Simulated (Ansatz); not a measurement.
This geometry of AlH$_{5}$OS (8 atoms, charge 0, multiplicity 1) is a first-order saddle point.

The calculation used RKS B3LYP/def2-SVP in Ansatz.

```xyz
8
Properties=species:S:1:pos:R:3
Al 0.041 0.265 0.144
O -0.238 -0.131 1.921
H -0.951 -0.681 2.274
H 1.528 0.011 -0.331
H -1.247 0.038 -0.751
S -0.106 2.517 1.162
H 1.213 2.620 1.452
H -0.308 1.233 2.020
```

**Question.** Which two structures does it join? (They come from a converged band through this point; their orientation in space is the band's.)

**Answer.** Bonds broken: S6–H8. Bonds formed: O2–H8.

Image 0:

```xyz
8
Properties=species:S:1:pos:R:3
Al -0.026 0.027 0.245
O -0.231 -0.607 1.846
H -1.049 -1.026 2.129
H 1.472 0.071 -0.274
H -1.280 0.045 -0.733
S -0.044 2.599 1.098
H 1.300 2.674 1.238
H -0.211 2.090 2.342
```

Image 6:

```xyz
8
Properties=species:S:1:pos:R:3
Al 0.085 0.512 0.137
O -0.275 -0.138 2.026
H -1.069 -0.670 2.195
H 1.520 -0.056 -0.215
H -1.244 0.021 -0.583
S -0.013 2.671 0.823
H 1.318 2.807 1.031
H -0.391 0.726 2.476
```

**Question.** How far does it lie above each of them?

**Answer.** 0.195 eV above the first and 0.510 eV above the second. This is the barrier of this one path; another mechanism may lie lower. The orbitals stay closed-shell, which can raise the energy where a bond breaks towards radicals; this wasn't checked here.

Run time: 63 s on 1 thread of AMD EPYC 9R45 96-Core Processor (Zen 5) (shared host), peak memory 0.18 GiB.
